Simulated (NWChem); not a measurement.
# One shape, several levels: triplet BHF2

Aim: a comparison of 4 runs (U-wB97X/def2-TZVPP, UB2PLYP/def2-TZVPP, UCAM-B3LYP/def2-TZVPP, UM06-2X/def2-TZVPP) of triplet BHF2. 

The calculation is run with NWChem 7.3.0.

## (1) The structure to begin with

BHF2: 4 atoms, total charge 0, spin state triplet. SMILES of the parent species: `FBF`. The shape is that of a PBE0-D4/def2-TZVP optimisation. That shape belongs to the parent species and isn't relaxed for this state.

Bond lengths: F1–B2 1.313 Å, B2–F3 1.313 Å, B2–H4 1.191 Å. Angles: F1–B2–F3 118.1°, F1–B2–H4 121.0°, F3–B2–H4 121.0°.

## (2) A single-point energy at U-wB97X/def2-TZVPP (run 1)

The input, bf2h.nw:

```
echo
start bf2h
title "BF2H energy"
memory 2200 mb
charge 0
geometry units angstrom noautosym nocenter noautoz
F     1.154300    0.456900   -0.361900
B    -0.001900   -0.031000    0.025200
F    -1.095400    0.528700   -0.438900
H    -0.057000   -0.954600    0.775600
end
basis spherical bse
* library def2-TZVPP
end
dft
xc wb97x
mult 3
grid fine
convergence energy 1e-08
maxiter 100
mulliken
print low
end
task dft energy
```

Launch:

```console
$ nwchem bf2h.nw > bf2h.out
```

Standard output:

```text
[...]
 d= 0,ls=0.0,diis     1   -224.8986961317 -2.87D+02  4.27D-03  2.22D-01     6.0
[...]
 d= 0,ls=0.0,diis    12   -225.0002702825 -9.60D-09  3.20D-07  2.03D-09    74.9
[...]
         Total DFT energy =     -225.000270282466
      One electron energy =     -434.902236333418
           Coulomb energy =      173.330005216596
    Exchange-Corr. energy =      -25.316598407937
 Nuclear repulsion energy =       61.888559242293
[...]
      Total Density - Mulliken Population Analysis
     ---------------------------------------------
    Atom       Charge   Shell Charges
 -----------   ------   -------------------------------------------------------
    1 F    9     9.15   0.77  1.20  0.62  0.95  0.37  2.29  2.10  0.84  0.00  0.01  0.00
    2 B    5     5.01   0.91  1.06  0.45  0.20  0.02  1.09  0.75  0.22  0.11  0.14  0.05
    3 F    9     9.15   0.77  1.20  0.62  0.95  0.37  2.29  2.10  0.84  0.00  0.01  0.00
    4 H    1     0.70   0.20  0.37  0.09  0.01  0.03  0.00
[...]
      <S2> =      2.0051 (Exact =     2.0000)
[...]
```

Run time: 76 s. Hardware: 1 thread of Intel Xeon Platinum 8488C (Sapphire Rapids), shared host; peak memory 0.11 GiB.

## (3) A single-point energy at UB2PLYP/def2-TZVPP (run 2)

The input, mol.nw:

```
start mol
memory total 2200 mb

geometry units angstroms noautosym nocenter noautoz
 F      1.154300     0.456900    -0.361900
 B     -0.001900    -0.031000     0.025200
 F     -1.095400     0.528700    -0.438900
 H     -0.057000    -0.954600     0.775600
end

basis spherical bse
 * library def2-TZVPP
end

dft
 xc hfexch 0.53 becke88 0.47 lyp 0.73 mp2 0.27
 dftmp2 semidirect
 mult 3
 grid fine
 convergence energy 1e-08
 iterations 100
 mulliken
end

mp2
 freeze core 3
end

task dft energy
```

Launch:

```console
$ nwchem mol.nw > mol.out
```

Standard output:

```text
[...]
          Wavefunction type:  spin polarized.
          No. of atoms     :     4
          No. of electrons :    24
[...]
          Charge           :     0
          Spin multiplicity:     3
[...]
          AO basis - number of functions:   107
[...]
              XC Information
              --------------
                     Hartree-Fock (Exact) Exchange  0.530
                    Becke 1988 Exchange Functional  0.470
              Lee-Yang-Parr Correlation Functional  0.730
[...]
 d= 0,ls=0.0,diis     1   -224.6454697185 -2.87D+02  4.47D-03  1.70D-01     2.0
[...]
 d= 0,ls=0.0,diis    12   -224.7357317084 -2.66D-09  2.17D-07  6.12D-10    20.5
[...]
         Total DFT energy =     -224.735731708440
      One electron energy =     -435.010182933151
           Coulomb energy =      173.465344763894
    Exchange-Corr. energy =      -25.079452781476
 Nuclear repulsion energy =       61.888559242293
[...]
      Total Density - Mulliken Population Analysis
     ---------------------------------------------
    Atom       Charge   Shell Charges
 -----------   ------   -------------------------------------------------------
    1 F    9     9.21   0.77  1.20  0.61  0.97  0.36  2.28  2.15  0.86  0.00  0.01  0.00
    2 B    5     4.86   0.91  1.06  0.44  0.17  0.01  1.06  0.66  0.24  0.11  0.14  0.05
    3 F    9     9.21   0.77  1.20  0.61  0.97  0.36  2.28  2.15  0.86  0.00  0.01  0.00
    4 H    1     0.72   0.20  0.39  0.08  0.01  0.04  0.00
[...]
      <S2> =      2.0068 (Exact =     2.0000)
[...]
  Basis functions       =    107
[...]
```

Wall time 26 s (1 thread of Intel Xeon Platinum 8488C (Sapphire Rapids), shared host); peak memory 0.31 GiB.

## (4) The energy at UCAM-B3LYP/def2-TZVPP (run 3)

The input, bf2h.xyz:

```xyz
4

F      1.154300     0.456900    -0.361900
B     -0.001900    -0.031000     0.025200
F     -1.095400     0.528700    -0.438900
H     -0.057000    -0.954600     0.775600
```

The input, bf2h.nw:

```
start bf2h
memory stack 880 mb heap 220 mb global 1100 mb
charge 0

geometry units angstroms noautosym nocenter noautoz
  load format xyz bf2h.xyz
end

basis "ao basis" spherical bse
  * library def2-TZVPP
end

dft
  xc xcamb88 1.00 lyp 0.81 vwn_5 0.19 hfexch 1.00
  cam 0.33 cam_alpha 0.19 cam_beta 0.46
  mult 3
  grid fine
  convergence energy 1e-08
  direct
  iterations 100
  mulliken
end

task dft
```

Launch:

```console
$ nwchem bf2h.nw > bf2h.out
```

Standard output:

```text
[...]
          Wavefunction type:  spin polarized.
          No. of atoms     :     4
          No. of electrons :    24
[...]
          Charge           :     0
          Spin multiplicity:     3
[...]
          AO basis - number of functions:   107
[...]
              XC Information
              --------------
                     Hartree-Fock (Exact) Exchange  1.000
                   CAM-Becke88 Exchange Functional  1.000
                      VWN V Correlation Functional  0.190 local
              Lee-Yang-Parr Correlation Functional  0.810
[...]
 d= 0,ls=0.0,diis     1   -224.8972954185 -2.87D+02  4.63D-03  2.38D-01     5.9
[...]
 d= 0,ls=0.0,diis    12   -225.0015996163 -2.68D-09  3.23D-07  6.03D-10    73.0
[...]
         Total DFT energy =     -225.001599616278
      One electron energy =     -434.843252361213
           Coulomb energy =      173.256820740951
    Exchange-Corr. energy =      -25.303727238309
 Nuclear repulsion energy =       61.888559242293
[...]
      Total Density - Mulliken Population Analysis
     ---------------------------------------------
    Atom       Charge   Shell Charges
 -----------   ------   -------------------------------------------------------
    1 F    9     9.15   0.77  1.20  0.62  0.94  0.37  2.30  2.06  0.87  0.00  0.01  0.00
    2 B    5     4.99   0.91  1.06  0.46  0.19  0.02  1.11  0.67  0.26  0.11  0.14  0.05
    3 F    9     9.15   0.77  1.20  0.62  0.94  0.37  2.30  2.06  0.87  0.00  0.01  0.00
    4 H    1     0.72   0.21  0.38  0.10  0.01  0.03  0.00
[...]
      <S2> =      2.0047 (Exact =     2.0000)
[...]
```

Run time: 74 s. Hardware: 1 thread of Intel Xeon Platinum 8488C (Sapphire Rapids), shared host; peak memory 0.11 GiB.

## (5) A single-point energy at UM06-2X/def2-TZVPP (run 4)

The input, struct.nw:

```
start struct
title "BF2H energy"
memory stack 880 mb heap 220 mb global 1100 mb
geometry units bohr noautosym nocenter noautoz
 F   2.18131087  0.86341587 -0.68389188
 B  -0.00359048 -0.05858151  0.04762110
 F  -2.07000600  0.99909820 -0.82940080
 H  -0.10771439 -1.80393256  1.46567158
end
basis spherical bse
 * library def2-TZVPP
end
dft
 xc m06-2x
 mult 3
 grid fine
 convergence energy 1e-08
 iterations 100
 mulliken
 print medium
end
task dft energy
```

Launch:

```console
$ nwchem struct.nw > struct.out
```

Standard output:

```text
[...]
          Wavefunction type:  spin polarized.
          No. of atoms     :     4
          No. of electrons :    24
[...]
          Charge           :     0
          Spin multiplicity:     3
[...]
          AO basis - number of functions:   107
[...]
              XC Information
              --------------
                       M06-2X Method XC Functional
                     Hartree-Fock (Exact) Exchange  0.540
                        M06-2X Exchange Functional  1.000
                      M06-2X Correlation Potential  1.000
[...]
 d= 0,ls=0.0,diis     1   -224.8814668346 -2.87D+02  4.71D-03  1.85D-01     2.2
[...]
 d= 0,ls=0.0,diis    12   -224.9767756449 -2.99D-09  3.86D-07  1.06D-09    24.4
[...]
         Total DFT energy =     -224.976775644854
      One electron energy =     -434.817764524110
           Coulomb energy =      173.241229392029
    Exchange-Corr. energy =      -25.288795205808
 Nuclear repulsion energy =       61.888554693035
[...]
      Total Density - Mulliken Population Analysis
     ---------------------------------------------
    Atom       Charge   Shell Charges
 -----------   ------   -------------------------------------------------------
    1 F    9     9.19   0.77  1.20  0.62  0.94  0.41  2.27  2.12  0.85  0.00  0.01  0.00
    2 B    5     4.94   0.91  1.06  0.45  0.15  0.02  1.08  0.71  0.24  0.11  0.14  0.06
    3 F    9     9.19   0.77  1.20  0.62  0.94  0.41  2.27  2.12  0.85  0.00  0.01  0.00
    4 H    1     0.68   0.21  0.35  0.08  0.01  0.03  0.00
[...]
      <S2> =      2.0061 (Exact =     2.0000)
[...]
```

It took 25 s on 1 thread of Intel Xeon Platinum 8488C (Sapphire Rapids), shared host; peak memory 0.12 GiB.

## (6) Overview of the runs

| run | level | frozen core orbitals | energy (Eh) | ⟨S²⟩ | wall time |
| --- | --- | --- | --- | --- | --- |
| 1 | U-wB97X/def2-TZVPP | – | -225.000270 | 2.005 | 76 s |
| 2 | UB2PLYP/def2-TZVPP | 3 | -224.926808 | 2.007 | 26 s |
| 3 | UCAM-B3LYP/def2-TZVPP | – | -225.001600 | 2.005 | 74 s |
| 4 | UM06-2X/def2-TZVPP | – | -224.976776 | 2.006 | 25 s |

## (7) Summary of results

```
                                 quantity          value
                      run 4: total energy  -224.97678 Eh
                     run 4: dipole moment         2.11 D
run 4: HOMO energy (highest over α and β)       -4.55 eV
                              run 4: ⟨S²⟩          2.006
```

In words: Over runs 2, 3, 4 the dipole moment (its size) runs from 1.85 D (UCAM-B3LYP/def2-TZVPP) to 2.28 D (UB2PLYP/def2-TZVPP). A double hybrid's value is that of its SCF part. Totals of different functionals can't be ranked against each other. All runs together took 3.3 min, the longest 76 s.
